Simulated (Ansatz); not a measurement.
# BSiHO+ (doublet): the correlation ladder, cc-pVDZ

Aim: climb from Hartree-Fock through coupled cluster and multireference methods for BSiHO+ (doublet) at one geometry and basis, and see what each rung misses.

Computed with Ansatz 0.2.0, Gaussian basis. Level: cc-pVDZ, core rule «outside noble gas», up to 7 orbitals frozen.

Plan: UHF; CCSD(T) on ROHF; CCSD(T) on UHF; BCCD(T) on ROHF; CISD as a restricted active space (open shells left free, so some higher excitations enter); CCSDT(Q) on ROHF; CCSDT(Q) on UHF; CASSCF and MRCISD+Q, 9 electrons in 9 orbitals; CASSCF and NEVPT4(SD), 9 electrons in 9 orbitals; CASSCF and NEVPT2, 9 electrons in 9 orbitals.

14 further runs of the same task are left out: 6 that didn't finish, 8 set aside as unsound or not needed. Runs told in other sessions of the task aren't counted.

### Step 1. What is computed

The geometry is a PBE0/def2-TZVP stationary point (not a proven minimum) of the parent state, kept for this charge and spin.

4 atoms, charge 1, spin multiplicity 2.

Atoms are counted from 1 here; the program's logs count them from 0.

Bond lengths: O1–B2 1.205 Å, B2–Si3 2.031 Å, Si3–H4 1.522 Å. Angles: O1–B2–Si3 175.7°, B2–Si3–H4 89.5°.

### Step 2. UHF

in.yaml

```yaml
crystal:
  periodic: [false, false, false]
  atoms:
    - {symbol: O, position_ang: [0.000000, 0.023096, 1.916557]}
    - {symbol: B, position_ang: [0.000000, 0.040635, 0.711413]}
    - {symbol: Si, position_ang: [0.000000, -0.080455, -1.315687]}
    - {symbol: H, position_ang: [0.000000, 1.439380, -1.392054]}
basis:
  gaussian: {orbitals: cc-pVDZ}
total_charge: 1
magnetization: {spin_polarized: true, initial_magnetization: 1}
hamiltonian: {xc: hf}
output: {orbitals: {seedname: orbitals}}
```

The run is started by

```bash
ansatz run in.yaml --threads 1 --pin off --events-out ev --progress --plain --max-ram 2393MiB
```

Further steps of the session: CCSD(T) on ROHF; CCSD(T) on UHF; BCCD(T) on ROHF; CISD as a restricted active space (open shells left free, so some higher excitations enter); CCSDT(Q) on ROHF; CCSDT(Q) on UHF; CASSCF and MRCISD+Q, 9 electrons in 9 orbitals; CASSCF and NEVPT4(SD), 9 electrons in 9 orbitals; CASSCF and NEVPT2, 9 electrons in 9 orbitals.

**Question.** What will the summary of the whole plan be? Wanted: UCCSDT(Q) from the RHF energy; RMP2 from UCCSDT(Q); UMP2 from UCCSDT(Q); RCCSD from UCCSDT(Q); RCCSD(T) from UCCSDT(Q); UCCSD(T) from UCCSDT(Q); RCCSDT(Q) from UCCSDT(Q); NEVPT2 frontier from UCCSDT(Q); NEVPT4(SD) frontier from UCCSDT(Q).

As calculated:

| quantity | value |
| --- | --- |
| UCCSDT(Q) from the ROHF energy | -9.7662 eV |
| RMP2 from UCCSDT(Q) | +21.84 kcal/mol |
| UMP2 from UCCSDT(Q) | +21.84 kcal/mol |
| RCCSD from UCCSDT(Q) | +10.80 kcal/mol |
| RCCSD(T) from UCCSDT(Q) | +1.90 kcal/mol |
| UCCSD(T) from UCCSDT(Q) | +1.91 kcal/mol |
| RCCSDT(Q) from UCCSDT(Q) | +0.34 kcal/mol |
| NEVPT2 frontier from UCCSDT(Q) | +33.15 kcal/mol |
| NEVPT4(SD) frontier from UCCSDT(Q) | +6.70 kcal/mol |
| MRCISD+Q frontier from UCCSDT(Q) | +2.37 kcal/mol |
| levels within 1 kcal/mol (43 meV) | RCCSDT(Q) |
| T1 diagnostic | 0.033 |

**Reading.** RCCSD(T) misses by +1.90 kcal/mol, 0.8 % of the correlation energy. Of the multireference levels listed MRCISD+Q frontier comes nearest in total energy (+2.37 kcal/mol), which doesn't show that its space is the better one. These misses are within one basis, not against nature; the frozen cores of restricted and unrestricted runs differ, which can shift their rows.

With open shells the CI space here admits some higher excitations, so it is larger than plain CISD.
